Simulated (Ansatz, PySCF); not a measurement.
Zinc-blende AlP: bulk modulus B0 by level of theory

No measured value is used here.

```csv
level (code),value (GPa),cell (Å³/atom)
LDA (Ansatz),90.0,20.05
PBE (Ansatz),82.6,20.88
PBE-D4 (Ansatz),___,20.26
LC-ωPBE (Ansatz),103,20.01
MP2 (PySCF),___,20.14
CCSD (PySCF),93.3 ± 3,20.37
```

Task: Some entries are withheld; supply them.

Result: 
- PBE-D4 (Ansatz, a quantum-chemistry and plane-wave program), value (GPa): 89.1
- MP2 (PySCF), value (GPa): 97.0 ± 3

A ± on a computed value is a rough bar: the spread of its extrapolation, a floor set from checks against published values, or a statistical error. Each level is taken at its own relaxed cell. Cutoffs and k meshes differ between the levels. Ansatz's density-functional and Hartree–Fock values are scalar-relativistic unless marked +SOC, with PAW data made under PBE.
